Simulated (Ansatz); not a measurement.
Ideal-gas functions of AlH3S2 (`[SH][AlH][SH]`) at 800 K and 1 bar, from an Ansatz frequency run at PBE0-D4/def2-TZVP.

Molar mass 94.14 g/mol, point group C2v (symmetry number 2), electronic degeneracy 1, moments of inertia 32.003, 232.695, 264.698 u Å². Harmonic wavenumbers (cm⁻¹, unscaled): 130, 208, 268, 437, 464, 529, 575, 688, 693, 1961, 2709, 2709.

Use S(trans) = R[1.5 ln M + 2.5 ln T − 1.1517]; rotational temperatures θ = 24.2544 K / I; S(rot) = R[ln(√π/σ · √(T³/θAθBθC)) + 1.5]; for each mode x = 1.438777 ν̃/T, S = R[x/(eˣ − 1) − ln(1 − e⁻ˣ)] and H = RT x/(eˣ − 1); 1 cm⁻¹ = 0.0119627 kJ/mol; R = 8.31446 J/(mol·K).

By hand: the entropy, in J/(mol·K).

Translation 186.1. Rotation: θ = 0.7579, 0.1042, 0.0916 K, giving 115.3. Vibration, mode by mode: 20.42, 16.54, 14.46, 10.53, 10.06, 9.04, 8.40, 7.05, 7.00, 1.14, 0.38, 0.38, in all 105.4. Electronic 0.0. Sum 406.8 J/(mol·K).

By hand: H − E and G − E in kJ/mol, counted from the electronic energy.

Zero-point energy ½ × 11371 × 0.0119627 = 68.0; thermal vibration 40.9; translation, rotation and pV give 4 RT = 26.6. H − E = 135.5 kJ/mol, and G − E = 135.5 − 800 × 406.8/1000 = -189.9 kJ/mol.

Vibration gives 26 % of the entropy, 20.4 J/(mol·K) of it from the mode under 150 cm⁻¹: soft modes count most, and the harmonic formula is weakest for them. The sum counts one conformer and one mirror image; others add a mixing term.
